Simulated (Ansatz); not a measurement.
# CH₇ClSi (built from SMILES C[SiH2]Cl.[H][H]): a short trajectory

The task is to watch the atoms for 40 steps of 0.5 fs, started with velocities for 700 K and run with a Nosé-Hoover thermostat, and see to which side of the barrier the system falls.

Method: CAM-B3LYP-D4/def2-SVP; program: Ansatz 0.2.0, Gaussian basis.

1 further run of the same task is left out (it didn't finish).

### 1 Where the work starts

The start, a first-order saddle point found at PBE0-D4 in triple zeta: 10 atoms, charge 0, spin multiplicity 1.

Atoms are counted from 1 here; the program's logs count them from 0.

Bond lengths: Si1–H3 1.475 Å, Si1–H4 1.474 Å, Si1–Cl5 2.138 Å, Si1–H6 1.603 Å, Si1–H7 1.689 Å, C2–H8 1.094 Å, C2–H9 1.095 Å, C2–H10 1.095 Å. Angles: H3–Si1–H4 128.1°, H3–Si1–Cl5 97.3°, H3–Si1–H6 108.3°, H3–Si1–H7 116.0°, H4–Si1–Cl5 97.6°, H4–Si1–H6 107.8°, H4–Si1–H7 115.0°, Cl5–Si1–H6 117.7°, Cl5–Si1–H7 83.4°, H6–Si1–H7 34.3°, H8–C2–H9 107.2°, H8–C2–H10 107.3°, H9–C2–H10 109.3°.

As a file:

```
Si   -0.47046    0.73275   -0.26704
C     0.76560   -0.71743    0.65186
H    -1.27046    0.80549    0.96976
H     0.73144    1.51022   -0.61949
Cl   -1.84936    1.75137   -1.54401
H    -0.16432   -0.80932   -0.57911
H    -0.79654   -0.57618   -1.28378
H     1.15233   -0.05248    1.42960
H     1.62647   -1.08782    0.08623
H     0.27509   -1.55659    1.15598
```

### 2 The run

md/in.yaml reads:

```yaml
crystal:
  periodic: [false, false, false]
  atoms:
    - {symbol: Si, position_ang: [-0.470456, 0.732746, -0.267039]}
    - {symbol: C, position_ang: [0.765601, -0.717429, 0.651858]}
    - {symbol: H, position_ang: [-1.270461, 0.805485, 0.969759]}
    - {symbol: H, position_ang: [0.731442, 1.510222, -0.619491]}
    - {symbol: Cl, position_ang: [-1.849357, 1.751365, -1.544007]}
    - {symbol: H, position_ang: [-0.164317, -0.809321, -0.579109]}
    - {symbol: H, position_ang: [-0.796541, -0.576177, -1.283778]}
    - {symbol: H, position_ang: [1.152327, -0.052484, 1.429597]}
    - {symbol: H, position_ang: [1.626468, -1.087817, 0.086232]}
    - {symbol: H, position_ang: [0.275094, -1.556589, 1.155976]}
basis:
  gaussian: {orbitals: def2-SVP}
hamiltonian: {xc: {name: CAM-B3LYP}, dispersion: d4}
md: {n_steps: 40, timestep: 0.5, temperature: 700, ensemble: nvt_nose_hoover, seed: 506, initial_velocities: maxwell_boltzmann}
```

On the command line:

```console
> ansatz run in.yaml --threads 4 --pin off --events-out ev --progress --plain --max-ram 9574MiB
```

What it wrote:

```text
Functional definition: CAM-B3LYP
  name "CAM-B3LYP"
  cite "Yanai, Tew & Handy, Chem. Phys. Lett. 393, 51 (2004) doi:10.1016/j.cplett.2004.06.011"
  cite "Iikura, Tsuneda, Yanai & Hirao, J. Chem. Phys. 115, 3540 (2001) doi:10.1063/1.1383587"
  cite "Becke, Phys. Rev. A 38, 3098 (1988) doi:10.1103/PhysRevA.38.3098"
  cite "Lee, Yang & Parr, Phys. Rev. B 37, 785 (1988) doi:10.1103/PhysRevB.37.785"
  cite "Vosko, Wilk & Nusair, Can. J. Phys. 58, 1200 (1980) doi:10.1139/p80-159"
  parameter alpha = 0.19
  parameter beta = 0.46
  parameter omega = 0.33/bohr
  parameter ac = 0.81
  # Exact exchange under (alpha + beta erf(omega r))/r, Becke's under what is left of 1/r.
  exchange = (1 - alpha - beta)*b88_x + beta*b88_x_sr(omega) + alpha*exact_x + beta*exact_x_lr(omega)
  correlation = (1 - ac)*vwn5_c + ac*lyp_c
895 factors; integrals over basis functions are off by at most 3.4e-4 eV
334 factors; integrals over basis functions are off by at most 5.6e-7 eV
mean field evaluation 1: about -21537.9114 eV, gradient 3.8e1 eV
mean field evaluation 2: about -21538.0332 eV, gradient 3.6e1 eV
mean field evaluation 4: about -21541.4667 eV, gradient 9.9e-1 eV
mean field evaluation 8: about -21541.4738 eV, gradient 1.0e-2 eV
mean field -21541.47380763 eV, -791.6345610952 hartree, gradient 3.3e-5 eV, S^2 0.000000; 0 other end points of the search recorded, 0 dependent functions left out
the calculation of the forces begins
reference -21541.47391969 eV, -791.6345652130 hartree; 22, 22 occupied and 63, 63 virtual orbitals, 895 factors
md step     0: t =     0.00 fs  T =   700.0 K  F+E_penalty+E_count = -21541.62517548 eV  E_kin = 0.723856 eV  conserved = -21540.90131948 eV  (25 SCF iters)
these checks for a lower state are left out or cut short: starts, cluster_reference, orbital_swaps, neighbouring_geometries, increment
895 factors; integrals over basis functions are off by at most 3.4e-4 eV
334 factors; integrals over basis functions are off by at most 5.9e-7 eV
mean field evaluation 16: about -21541.4544 eV, gradient 1.3e0 eV
mean field -21541.46429363 eV, -791.6342114621 hartree, gradient 2.1e-5 eV, S^2 0.000000; 0 other end points of the search recorded, 0 dependent functions left out
the calculation of the forces begins
reference -21541.46440602 eV, -791.6342155923 hartree; 22, 22 occupied and 63, 63 virtual orbitals, 895 factors
md step     1: t =     0.50 fs  T =   691.3 K  F+E_penalty+E_count = -21541.61584818 eV  E_kin = 0.714846 eV  conserved = -21540.90100245 eV  (26 SCF iters, 3 dispersion substeps)
these checks for a lower state are left out or cut short: starts, cluster_reference, orbital_swaps, neighbouring_geometries, increment
895 factors; integrals over basis functions are off by at most 3.5e-4 eV
334 factors; integrals over basis functions are off by at most 6.1e-7 eV
mean field -21541.42666844 eV, -791.6328287617 hartree, gradient 2.0e-5 eV, S^2 0.000000; 0 other end points of the search recorded, 0 dependent functions left out
the calculation of the forces begins
reference -21541.42678114 eV, -791.6328329035 hartree; 22, 22 occupied and 63, 63 virtual orbitals, 895 factors
md step     2: t =     1.00 fs  T =   655.7 K  F+E_penalty+E_count = -21541.57848109 eV  E_kin = 0.678093 eV  conserved = -21540.90038874 eV  (26 SCF iters, 3 dispersion substeps)
[... from here on, the SCF cycles and remarks between the steps are left out ...]
md step     3: t =     1.50 fs  T =   601.9 K  F+E_penalty+E_count = -21541.52206988 eV  E_kin = 0.622374 eV  conserved = -21540.89969963 eV  (26 SCF iters, 3 dispersion substeps)
md step     4: t =     2.00 fs  T =   539.7 K  F+E_penalty+E_count = -21541.45714032 eV  E_kin = 0.558055 eV  conserved = -21540.89909582 eV  (26 SCF iters, 3 dispersion substeps)
md step     5: t =     2.50 fs  T =   478.2 K  F+E_penalty+E_count = -21541.39318020 eV  E_kin = 0.494547 eV  conserved = -21540.89865515 eV  (26 SCF iters, 3 dispersion substeps)
md step     6: t =     3.00 fs  T =   424.5 K  F+E_penalty+E_count = -21541.33727900 eV  E_kin = 0.438926 eV  conserved = -21540.89839310 eV  (26 SCF iters, 3 dispersion substeps)
md step     7: t =     3.50 fs  T =   382.5 K  F+E_penalty+E_count = -21541.29373605 eV  E_kin = 0.395503 eV  conserved = -21540.89829665 eV  (27 SCF iters, 3 dispersion substeps)
md step     8: t =     4.00 fs  T =   353.9 K  F+E_penalty+E_count = -21541.26416893 eV  E_kin = 0.365913 eV  conserved = -21540.89835031 eV  (27 SCF iters, 3 dispersion substeps)
md step     9: t =     4.50 fs  T =   337.8 K  F+E_penalty+E_count = -21541.24774890 eV  E_kin = 0.349339 eV  conserved = -21540.89854195 eV  (27 SCF iters, 3 dispersion substeps)
md step    10: t =     5.00 fs  T =   331.5 K  F+E_penalty+E_count = -21541.24147661 eV  E_kin = 0.342809 eV  conserved = -21540.89884544 eV  (27 SCF iters, 3 dispersion substeps)
md step    11: t =     5.50 fs  T =   330.5 K  F+E_penalty+E_count = -21541.24072127 eV  E_kin = 0.341760 eV  conserved = -21540.89919320 eV  (27 SCF iters, 3 dispersion substeps)
md step    12: t =     6.00 fs  T =   330.0 K  F+E_penalty+E_count = -21541.24039207 eV  E_kin = 0.341229 eV  conserved = -21540.89945758 eV  (26 SCF iters, 3 dispersion substeps)
md step    13: t =     6.50 fs  T =   326.7 K  F+E_penalty+E_count = -21541.23693694 eV  E_kin = 0.337825 eV  conserved = -21540.89947784 eV  (26 SCF iters, 3 dispersion substeps)
md step    14: t =     7.00 fs  T =   321.0 K  F+E_penalty+E_count = -21541.23068077 eV  E_kin = 0.331968 eV  conserved = -21540.89915836 eV  (26 SCF iters, 3 dispersion substeps)
md step    15: t =     7.50 fs  T =   318.1 K  F+E_penalty+E_count = -21541.22700231 eV  E_kin = 0.328929 eV  conserved = -21540.89860560 eV  (26 SCF iters, 3 dispersion substeps)
md step    16: t =     8.00 fs  T =   325.8 K  F+E_penalty+E_count = -21541.23446466 eV  E_kin = 0.336934 eV  conserved = -21540.89815998 eV  (26 SCF iters, 3 dispersion substeps)
md step    17: t =     8.50 fs  T =   350.4 K  F+E_penalty+E_count = -21541.25978949 eV  E_kin = 0.362345 eV  conserved = -21540.89818531 eV  (26 SCF iters, 3 dispersion substeps)
md step    18: t =     9.00 fs  T =   391.9 K  F+E_penalty+E_count = -21541.30309543 eV  E_kin = 0.405216 eV  conserved = -21540.89875207 eV  (26 SCF iters, 3 dispersion substeps)
md step    19: t =     9.50 fs  T =   443.4 K  F+E_penalty+E_count = -21541.35702569 eV  E_kin = 0.458469 eV  conserved = -21540.89958727 eV  (26 SCF iters, 3 dispersion substeps)
md step    20: t =    10.00 fs  T =   493.9 K  F+E_penalty+E_count = -21541.40971521 eV  E_kin = 0.510690 eV  conserved = -21540.90024186 eV  (26 SCF iters, 3 dispersion substeps)
md step    21: t =    10.50 fs  T =   534.2 K  F+E_penalty+E_count = -21541.45140992 eV  E_kin = 0.552439 eV  conserved = -21540.90039974 eV  (26 SCF iters, 3 dispersion substeps)
md step    22: t =    11.00 fs  T =   562.5 K  F+E_penalty+E_count = -21541.48005992 eV  E_kin = 0.581693 eV  conserved = -21540.90002920 eV  (26 SCF iters, 3 dispersion substeps)
md step    23: t =    11.50 fs  T =   584.7 K  F+E_penalty+E_count = -21541.50200772 eV  E_kin = 0.604609 eV  conserved = -21540.89931111 eV  (26 SCF iters, 3 dispersion substeps)
md step    24: t =    12.00 fs  T =   611.7 K  F+E_penalty+E_count = -21541.52896883 eV  E_kin = 0.632564 eV  conserved = -21540.89858209 eV  (26 SCF iters, 3 dispersion substeps)
md step    25: t =    12.50 fs  T =   654.4 K  F+E_penalty+E_count = -21541.57254923 eV  E_kin = 0.676747 eV  conserved = -21540.89826544 eV  (26 SCF iters, 3 dispersion substeps)
md step    26: t =    13.00 fs  T =   717.5 K  F+E_penalty+E_count = -21541.63775408 eV  E_kin = 0.741917 eV  conserved = -21540.89861211 eV  (26 SCF iters, 3 dispersion substeps)
md step    27: t =    13.50 fs  T =   795.9 K  F+E_penalty+E_count = -21541.71938174 eV  E_kin = 0.823075 eV  conserved = -21540.89942419 eV  (27 SCF iters, 3 dispersion substeps)
md step    28: t =    14.00 fs  T =   878.4 K  F+E_penalty+E_count = -21541.80500125 eV  E_kin = 0.908300 eV  conserved = -21540.90019228 eV  (27 SCF iters, 3 dispersion substeps)
md step    29: t =    14.50 fs  T =   953.3 K  F+E_penalty+E_count = -21541.88248856 eV  E_kin = 0.985836 eV  conserved = -21540.90054076 eV  (27 SCF iters, 3 dispersion substeps)
md step    30: t =    15.00 fs  T =  1015.1 K  F+E_penalty+E_count = -21541.94584025 eV  E_kin = 1.049679 eV  conserved = -21540.90045761 eV  (27 SCF iters, 3 dispersion substeps)
md step    31: t =    15.50 fs  T =  1064.0 K  F+E_penalty+E_count = -21541.99573376 eV  E_kin = 1.100270 eV  conserved = -21540.90016867 eV  (27 SCF iters, 3 dispersion substeps)
md step    32: t =    16.00 fs  T =  1103.9 K  F+E_penalty+E_count = -21542.03630177 eV  E_kin = 1.141493 eV  conserved = -21540.89990965 eV  (27 SCF iters, 3 dispersion substeps)
md step    33: t =    16.50 fs  T =  1138.4 K  F+E_penalty+E_count = -21542.07151987 eV  E_kin = 1.177217 eV  conserved = -21540.89978055 eV  (27 SCF iters, 3 dispersion substeps)
md step    34: t =    17.00 fs  T =  1169.9 K  F+E_penalty+E_count = -21542.10367321 eV  E_kin = 1.209762 eV  conserved = -21540.89973983 eV  (26 SCF iters, 3 dispersion substeps)
md step    35: t =    17.50 fs  T =  1199.6 K  F+E_penalty+E_count = -21542.13404883 eV  E_kin = 1.240513 eV  conserved = -21540.89968440 eV  (26 SCF iters, 3 dispersion substeps)
md step    36: t =    18.00 fs  T =  1229.3 K  F+E_penalty+E_count = -21542.16433930 eV  E_kin = 1.271216 eV  conserved = -21540.89955464 eV  (26 SCF iters, 3 dispersion substeps)
md step    37: t =    18.50 fs  T =  1261.5 K  F+E_penalty+E_count = -21542.19716943 eV  E_kin = 1.304463 eV  conserved = -21540.89937981 eV  (26 SCF iters, 3 dispersion substeps)
md step    38: t =    19.00 fs  T =  1299.0 K  F+E_penalty+E_count = -21542.23558991 eV  E_kin = 1.343238 eV  conserved = -21540.89922032 eV  (26 SCF iters, 3 dispersion substeps)
md step    39: t =    19.50 fs  T =  1344.6 K  F+E_penalty+E_count = -21542.28243995 eV  E_kin = 1.390373 eV  conserved = -21540.89907909 eV  (26 SCF iters, 3 dispersion substeps)
these checks for a lower state are left out or cut short: starts, cluster_reference, orbital_swaps, neighbouring_geometries, increment
895 factors; integrals over basis functions are off by at most 5.2e-4 eV
334 factors; integrals over basis functions are off by at most 7.8e-7 eV
mean field -21542.18735474 eV, -791.6607834676 hartree, gradient 4.2e-5 eV, S^2 0.000000; 0 other end points of the search recorded, 0 dependent functions left out
the calculation of the forces begins
reference -21542.18747024 eV, -791.6607877120 hartree; 22, 22 occupied and 63, 63 virtual orbitals, 895 factors
895 factors; integrals over basis functions are off by at most 5.2e-4 eV
334 factors; integrals over basis functions are off by at most 7.8e-7 eV
mean field evaluation 256: about -21542.1873 eV, gradient 4.9e-2 eV
mean field -21542.18735474 eV, -791.6607834676 hartree, gradient 4.2e-5 eV, S^2 0.000000; 1 other end points of the search recorded, 0 dependent functions left out
the calculation of the forces begins
reference -21542.18747024 eV, -791.6607877120 hartree; 22, 22 occupied and 63, 63 virtual orbitals, 895 factors
md step    40: t =    20.00 fs  T =  1400.6 K  F+E_penalty+E_count = -21542.34024282 eV  E_kin = 1.448343 eV  conserved = -21540.89899543 eV  (26 SCF iters, 3 dispersion substeps)
Total energy: -21542.34035832 eV, -791.6664062455 hartree
Atom 0 at    -0.498040     0.696503    -0.239463 Å, force     1.485877     1.650087     3.038555 eV/Å
Atom 1 at     0.709515    -0.594571     0.657402 Å, force     0.310466     1.139048    -1.205473 eV/Å
Atom 2 at    -1.246492     1.129918     1.080160 Å, force     0.608211    -0.140218    -1.068037 eV/Å
Atom 3 at     0.741610     1.375658    -0.752378 Å, force    -0.361600     0.293067     0.034169 eV/Å
Atom 4 at    -1.812220     1.743101    -1.518327 Å, force    -0.320469    -1.160341    -0.425329 eV/Å
Atom 5 at    -0.341280    -1.179783    -1.485770 Å, force     0.698652    -0.659125     0.970547 eV/Å
Atom 6 at    -0.696237    -0.952157    -2.077826 Å, force    -0.774913     0.466535    -1.290211 eV/Å
Atom 7 at     1.310954     0.015687     1.369546 Å, force    -0.513825     0.795698    -0.546293 eV/Å
Atom 8 at     1.466261    -0.962787    -0.032622 Å, force     0.166210    -0.356767    -0.412466 eV/Å
Atom 9 at     0.449993    -1.356709     1.320567 Å, force    -1.298609    -2.027984     0.904538 eV/Å
Dipole moment:     0.184973    -0.438964     0.046674 e Å
```

Wall time 2.2 min (4 threads of Intel Xeon at 2.50GHz, shared host).

### 3 Frames and traces

Every 2 steps:

```tsv
time (fs)	T (K)	potential (meV)	potential + kinetic (meV)	Si1–H7 (Å)	C2–H6 (Å)	Si1–C2 (Å)	H6–H7 (Å)
0.00	700	0.0	0.0	1.689	1.545	2.115	0.975
1.00	656	46.7	0.9	1.718	1.542	2.115	0.984
2.00	540	168.0	2.2	1.748	1.540	2.114	0.994
3.00	424	287.9	3.0	1.778	1.540	2.114	1.004
4.00	354	361.0	3.1	1.806	1.544	2.115	1.009
5.00	332	383.7	2.7	1.831	1.551	2.115	1.007
6.00	330	384.8	2.2	1.854	1.563	2.116	0.996
7.00	321	394.5	2.6	1.873	1.583	2.116	0.974
8.00	326	390.7	3.8	1.890	1.610	2.115	0.940
9.00	392	322.1	3.4	1.905	1.647	2.111	0.896
10.00	494	215.5	2.3	1.922	1.692	2.105	0.844
11.00	563	145.1	3.0	1.942	1.746	2.096	0.793
12.00	612	96.2	4.9	1.972	1.803	2.086	0.755
13.00	717	-12.6	5.5	2.014	1.857	2.075	0.745
14.00	878	-179.8	4.6	2.069	1.908	2.064	0.764
15.00	1015	-320.7	5.2	2.135	1.963	2.052	0.796
16.00	1104	-411.1	6.5	2.205	2.031	2.039	0.820
17.00	1170	-478.5	7.4	2.274	2.117	2.026	0.823
18.00	1229	-539.2	8.2	2.341	2.221	2.013	0.800
19.00	1299	-610.4	9.0	2.407	2.338	1.998	0.761
20.00	1401	-715.1	9.4	2.477	2.458	1.982	0.727
```

Energies count from the start.

Positions (Å) and forces (eV/Å) at 8.00 fs:

```xyz
10

Si   -0.496    0.718   -0.269    0.549   -0.033    0.235
C     0.760   -0.708    0.660    0.338    3.457   -1.331
H    -1.339    0.959    0.939    0.323   -0.213    0.085
H     0.696    1.464   -0.743    0.084   -0.181    0.270
Cl   -1.830    1.754   -1.527   -0.400   -0.309   -0.462
H    -0.215   -0.886   -0.609   -0.086    0.038   -1.152
H    -0.540   -0.733   -1.478   -0.498    0.036    0.210
H     1.085    0.200    1.230    0.328   -1.230    0.448
H     1.559   -1.037   -0.011    0.281    0.094   -0.054
H     0.395   -1.518    1.192   -0.920   -1.659    1.751
```

Positions (Å) and forces (eV/Å) at 20.00 fs:

```xyz
10

Si   -0.498    0.697   -0.239    1.486    1.650    3.039
C     0.710   -0.595    0.657    0.310    1.139   -1.205
H    -1.246    1.130    1.080    0.608   -0.140   -1.068
H     0.742    1.376   -0.752   -0.362    0.293    0.034
Cl   -1.812    1.743   -1.518   -0.320   -1.160   -0.425
H    -0.341   -1.180   -1.486    0.699   -0.659    0.971
H    -0.696   -0.952   -2.078   -0.775    0.467   -1.290
H     1.311    0.016    1.370   -0.514    0.796   -0.546
H     1.466   -0.963   -0.033    0.166   -0.357   -0.412
H     0.450   -1.357    1.321   -1.299   -2.028    0.905
```

### 4 What came out

| quantity | value |
| --- | --- |
| length | 40 steps, 20.0 fs |
| temperature at the start | 700 K |
| mean temperature, second half | 953 K |
| lowest and highest potential energy, from the first frame | -715 and 398 meV |
| largest change of potential + kinetic | 9.4 meV |
| bonds lost by distance | Si1–H6, Si1–H7 |
| bonds made by distance | H6–H7 |

**Reading.** By the last frame it has moved back towards the start side of the step. The system runs downhill by 0.72 eV, and that energy turns into motion. The thermostat trades energy with the molecule, so the sum of potential and kinetic energy isn't conserved: it changes by +9 meV over the run. The mean temperature of the second half is still well above the 700 K set. The temperature runs between 318 and 1401 K.
